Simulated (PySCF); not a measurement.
**How the method changes the constants of MgS**

State: ¹Σ⁺ (singlet), closed shell. Set-up: PySCF, no relativity, basis sets Mg 6-311G(d,p), S 6-311G(d,p). De refers to Mg + S in their high-spin ground configurations, without counterpoise correction. A positive dipole means Mg(−)S(+).

```json
{"Level": "RHF", "Re (Å)": "2.148", "ωe (cm⁻¹)": "543", "De (eV)": "0.304", "μ (D)": "-9.50"}
{"Level": "RHF-MP2", "Re (Å)": "2.161", "ωe (cm⁻¹)": "553", "De (eV)": "1.84", "μ (D)": "n/a"}
{"Level": "RHF-SCS-MP2", "Re (Å)": "2.168", "ωe (cm⁻¹)": "538", "De (eV)": "1.65", "μ (D)": "n/a"}
{"Level": "RHF-CCSD", "Re (Å)": "2.172", "ωe (cm⁻¹)": "514", "De (eV)": "1.40", "μ (D)": "n/a"}
{"Level": "RHF-CCSD(T)", "Re (Å)": "2.176", "ωe (cm⁻¹)": "520", "De (eV)": "1.65", "μ (D)": "n/a"}
{"Level": "PBE", "Re (Å)": "2.169", "ωe (cm⁻¹)": "521", "De (eV)": "2.35", "μ (D)": "-7.38"}
{"Level": "revPBE", "Re (Å)": "2.178", "ωe (cm⁻¹)": "514", "De (eV)": "2.17", "μ (D)": "-7.45"}
{"Level": "r²SCAN", "Re (Å)": "2.152", "ωe (cm⁻¹)": "544", "De (eV)": "2.35", "μ (D)": "-7.93"}
{"Level": "B3LYP", "Re (Å)": "2.163", "ωe (cm⁻¹)": "522", "De (eV)": "1.97", "μ (D)": "-7.70"}
{"Level": "PBE0", "Re (Å)": "2.150", "ωe (cm⁻¹)": "540", "De (eV)": "2.07", "μ (D)": "-8.04"}
{"Level": "CAM-B3LYP", "Re (Å)": "2.142", "ωe (cm⁻¹)": "542", "De (eV)": "1.81", "μ (D)": "-8.19"}
{"Level": "B2PLYP", "Re (Å)": "2.162", "ωe (cm⁻¹)": "532", "De (eV)": "1.94", "μ (D)": "-8.43"}
```

Which functional lies closest to RHF-CCSD(T) in De, which farthest, and by how much do they differ from it?

Closest is CAM-B3LYP (-3.4 pm in Re, +4.2 % in ωe, +0.16 eV in De against RHF-CCSD(T) in the same basis), farthest PBE (-0.7 pm in Re, +0.2 % in ωe, +0.70 eV in De). CCSD(T) converges more slowly with the basis than the functionals do and binds too weakly in this one, so the order can change at the basis-set limit.

What does a quarter of exact exchange do here, going from PBE to PBE0?

PBE0 less PBE: -1.9 pm in Re, +3.6 % in ωe, -0.28 eV in De. Exact exchange removes part of the self-interaction that spreads semilocal densities, and in most molecules shortens and stiffens the bond and lowers De; so it does here.

What does the step from GGA to meta-GGA do here, going from PBE to r²SCAN?

r²SCAN less PBE: -1.7 pm in Re, +4.4 % in ωe, +0.00 eV in De. 

Correlated steps freeze 6 core orbitals. Where the molecule has an RHF reference, its open-shell atoms are computed with UHF. B2PLYP dipoles, levels and charges come from its SCF part alone. The CCSD T1 diagnostic is raised, a sign that a single reference may not be enough here.
